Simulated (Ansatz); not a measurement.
Reaction: SiH4S2 (SMILES S[SiH2]S) → SiH3S (SMILES S[SiH2], doublet) + HS (SMILES [SH], doublet) (the S-Si bond breaks)
Each species at its own B3LYP-D3(BJ)/def2-TZVP minimum (Ansatz, a first-principles code), one conformer.

Total energies in hartree (Ansatz). Open shells are spin-unrestricted; no spin-orbit coupling. Correlated methods leave the cores frozen. No relativity.

| species | HF/cc-pV(T+d)Z | CCSD(T)/cc-pV(T+d)Z | HF/cc-pV(Q+d)Z | CCSD(T)/cc-pV(Q+d)Z | CCSD(T)/cc-pV(D+d)Z | CCSDT(Q)/cc-pV(D+d)Z |
|---|---|---|---|---|---|---|
| 1: SiH4S2 (SMILES S[SiH2]S) | -1086.44074 | -1086.99795 | -1086.45138 | -1087.04778 | -1086.83193 | -1086.83408 |
| 2: SiH3S (SMILES [SiH2]S, doublet) | -688.23137 | -688.56829 | -688.23837 | -688.59752 | -688.47032 | -688.47189 |
| 3: HS (SMILES [SH], doublet) | -398.10608 | -398.28901 | -398.10985 | -398.30558 | -398.22993 | -398.23055 |

Problem. Work out the bond dissociation energy (electronic) in kcal/mol: take Hartree-Fock from cc-pV(Q+d)Z, extrapolate the CCSD(T) correlation energy as X^-3 (X = 3, 4), and add CCSDT(Q) - CCSD(T) in cc-pV(D+d)Z. 1 hartree = 627.51 kcal/mol.

Solution. 
Species 1: correlation (64·(-0.59640) - 27·(-0.55721))/37 = -0.62500; step -0.00215; E1 = -1086.45138 + (-0.62500) + (-0.00215) = -1087.07853
Species 2: correlation (64·(-0.35915) - 27·(-0.33692))/37 = -0.37537; step -0.00157; E2 = -688.23837 + (-0.37537) + (-0.00157) = -688.61531
Species 3: correlation (64·(-0.19573) - 27·(-0.18293))/37 = -0.20507; step -0.00062; E3 = -398.10985 + (-0.20507) + (-0.00062) = -398.31554
-1·E1 +1·E2 +1·E3 = 0.14768 hartree = 92.7 kcal/mol.
